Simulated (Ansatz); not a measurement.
## One arrangement of a pair

The pair of SiH₄O (SMILES [SiH3]O, atoms 1–6) and PH₃ (SMILES P, atoms 7–10), both closed shells, in one local arrangement (a lower one may exist), relaxed at PBE0-D4/def2-TZVP:

```tsv
atom	x (Å)	y (Å)	z (Å)
Si1	0.2650	0.3210	-1.7176
O2	-1.0913	0.0710	-0.8069
H3	-0.0980	0.6044	-3.1345
H4	0.9448	1.4955	-1.1285
H5	1.1687	-0.8599	-1.7018
H6	-1.6919	-0.6181	-1.0932
P7	0.5275	-0.2611	1.9840
H8	-0.3736	0.8201	2.1509
H9	0.8423	-0.3317	3.3682
H10	-0.4934	-1.2410	2.0795
```

Program: Ansatz 0.2.0. Basis: def2-TZVPPD, with def2-QZVPPD for the basis limit. Cores are frozen in the correlated methods. B3LYP uses VWN-RPA correlation. Extrapolation: Hartree–Fock as exp(−7.88 √X), correlation as X^−2.97. Interaction energies count from these two fragments, frozen as in the pair, with the counterpoise correction; negative means bound.

**Question.** What is the interaction energy by CCSD(T) at an estimated basis limit (MP2 extrapolated from triple and quadruple zeta, plus CCSD(T) − MP2 in triple zeta)? (Judge from chemistry; the value comes from the calculation.)

**Answer.** By the calculation: -1.69 kcal/mol. Hartree–Fock alone gives 0.65 kcal/mol at the basis limit, so without correlation the pair would not bind at this distance. It counts from the two fragments frozen as in the pair.

The same quantity by other methods in triple zeta, and each one's difference from that estimate:
| method | E_int (kcal/mol) | difference |
| --- | --- | --- |
| PBE-D4 | -2.10 | -0.41 |
| revPBE-D4 | -1.98 | -0.29 |
| BLYP-D4 | -1.96 | -0.27 |
| r2SCAN-D4 | -1.76 | -0.07 |
| B97M-V | -1.74 | -0.05 |
| PBE0-D4 | -1.99 | -0.30 |
| B3LYP-D4 | -2.04 | -0.34 |
| HSE06-D4 | -1.96 | -0.27 |
| wB97X-V | -1.75 | -0.06 |
| wB97M-V | -1.80 | -0.11 |
| B2PLYP | -0.47 | 1.22 |
| HF | 0.66 | 2.35 |
| MP2 | -1.45 | 0.25 |
| CCSD | -1.04 | 0.65 |
| CCSD(T) | -1.36 | 0.33 |
Differences are method less estimate.

**Question.** Which atoms make the shortest contact between the fragments?

**Answer.** O2 and H8, 3.13 Å apart.

Basis-set superposition shift (counterpoise-corrected less uncorrected): CCSD(T) 0.42; MP2 0.42; HF 0.07; PBE0-D4 0.07; wB97M-V 0.10 kcal/mol.

T1 diagnostic: at most 0.014.

For scale, one of the runs: CCSD(T)/def2-TZVPPD, 255 basis functions, launched by `ansatz run in.yaml --threads 4 --pin off --events-out ev --progress --plain --max-ram 9574MiB`. The run took 69 s on 4 CPU threads of an Arm Neoverse V2 (shared host), with 5.3 GiB of host memory at its peak.
